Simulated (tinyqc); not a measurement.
The integration grid: Kohn-Sham LDA (VWN5) on finer and finer grids in the sto-6g basis, for NH, spin multiplicity 3. Computed by the program tinyqc with PySCF. Self-consistent on each grid; the net force on the molecule should vanish.

Geometry (angstrom):
```
atom       x       y       z
N     0.0000  0.0000  0.0000
H     0.0000  0.0000  1.3950
```

Kohn-Sham energy on Becke grids (radial x angular points per atom):
```
grid       points  residual of the electron count  E (hartree)  E - finest (mhartree)  largest net force without grid terms (hartree/bohr)
10 x 14       274                       -2.16e-02    -54.49002               19.53151                                             1.54e-02
15 x 26       772                        7.37e-03    -54.51015               -0.60291                                             2.69e-03
20 x 50      1989                       -3.34e-05    -54.51029               -0.74211                                             9.49e-05
30 x 86      5143                       -1.85e-05    -54.50955               -0.00044                                             5.84e-05
50 x 194    19371                        6.86e-07    -54.50955               -0.00063                                             2.47e-06
75 x 302    45256                       -6.38e-08    -54.50955                0.00008                                             4.23e-07
120 x 590  141437                       -9.41e-10    -54.50955                0.00000                                             1.75e-09
```

What does the comparison show, and why?

The energy is within 0.1 mhartree of the finest grid first at 30 x 86. The error has both signs, since quadrature is not variational. The electron count and the net force are cheap signs of a poor grid.
